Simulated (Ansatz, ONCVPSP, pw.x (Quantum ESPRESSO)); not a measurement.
## Re (bcc): variants of one ONCV potential in the solid

rhenium (Re), optimised norm-conserving Vanderbilt (ONCV), made with ONCVPSP 4.0.1.1 (patched build) (PBEsol, scalar-relativistic). Core [Kr] 4d10 4f14, reference 5s2 5p6 5d5 6s1.75 6p0.25. Waves: 5s+6s: rc 1.50 bohr, ncon 4, nbas 7, qcut 8.6 1/bohr, 2 projectors; 5p+6p: rc 1.75 bohr, ncon 4, nbas 7, qcut 9.5 1/bohr, 3 projectors, debl 3.9 Ha; 5d: rc 1.50 bohr, ncon 4, nbas 9, qcut 6.3 1/bohr, local. Local part: the d channel. Core correction: none.

Crystal test: bcc Re in pw.x 7.5, no spin, 15³ k-points, Fermi–Dirac smearing 0.01 Ry, cutoffs set for each file from its atomic test. The reference is all-electron LAPW (Ansatz 0.2.0) with the same functional, mesh and smearing; V0 and B0 come from Birch–Murnaghan fits to the pressures at five volumes. Errors are pseudo minus all-electron; Δ is the rms difference of the E(V) curves that follow from these fits, minima aligned, over ±6 % about the mean V0. Mesh and smearing are coarse, so the numbers serve the comparison and aren't converged zero-temperature values; the lattice is a test structure that the element need not adopt.

All-electron: a0 = 3.087 Å (V0 = 14.71 Å³/atom), B0 = 377.2 GPa.

Base: Atomic configuration tests: 1 of 4 tests not solved or not reliable.

| change | cutoffs (Ry) | pw.x | a0 (Å) | a0 error (%) | B0 error (%) | Δ (meV/atom) | mean pressure error (GPa) |
| --- | --- | --- | --- | --- | --- | --- | --- |
| base | 75/300 | converged | 3.078 | -0.30 | +0.3 | 10.9 | -3.41 |
| s: rc 1.52 | 75/300 | converged | 3.078 | -0.30 | +0.3 | 10.9 | -3.41 |
| s: rc 1.68 | 75/300 | converged | 3.078 | -0.30 | +0.3 | 11.1 | -3.45 |
| s: qcut 8.2; p: qcut 9.1; d: qcut 6 | 70/280 | converged | 3.078 | -0.29 | +0.3 | 10.7 | -3.35 |
| s: nproj 3 | 75/300 | converged | 3.078 | -0.30 | +0.3 | 10.9 | -3.41 |
| d: nproj 1; local potential polynomial inside 1.05 bohr (lpopt 5, dvloc0 0 Ha) | 75/300 | converged | 3.071 | -0.52 | +0.5 | 18.9 | -5.84 |
